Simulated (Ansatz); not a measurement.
`NC(F)(F)S`, relaxed with RKS PBE0-D4/def2-TZVP in Ansatz 0.2.0 from a PBE-D4/def2-SVP geometry. The force threshold is 0.005 eV/Å; the program also tests the step.

The species carries charge 0 and has multiplicity 1.

Start:

```xyz
8

N     1.080    0.219    0.665
C     0.088    0.109   -0.334
F    -0.155    1.343   -0.857
F     0.557   -0.678   -1.343
S    -1.516   -0.606    0.297
H     0.786    0.846    1.421
H     1.332   -0.698    1.049
H    -2.171   -0.535   -0.896
```

Task: By how much does the energy fall, and how many steps does the optimiser take? (Estimate.)

Result: Computed: 0.04 eV, in 5 steps.

Task: Which bonds change most? (Best estimate.)

Result: The calculation gave: C2–S5 from 1.865 to 1.829 Å; S5–H8 from 1.363 to 1.344 Å; N1–H7 from 1.025 to 1.011 Å; N1–H6 from 1.025 to 1.011 Å.

Task: Give the relaxed structure. (Best estimate.)

Result: Ansatz gave: 
```xyz
8

N     1.066    0.213    0.663
C     0.076    0.105   -0.328
F    -0.153    1.330   -0.849
F     0.547   -0.668   -1.329
S    -1.497   -0.593    0.290
H     0.783    0.839    1.405
H     1.319   -0.691    1.036
H    -2.141   -0.535   -0.888
```
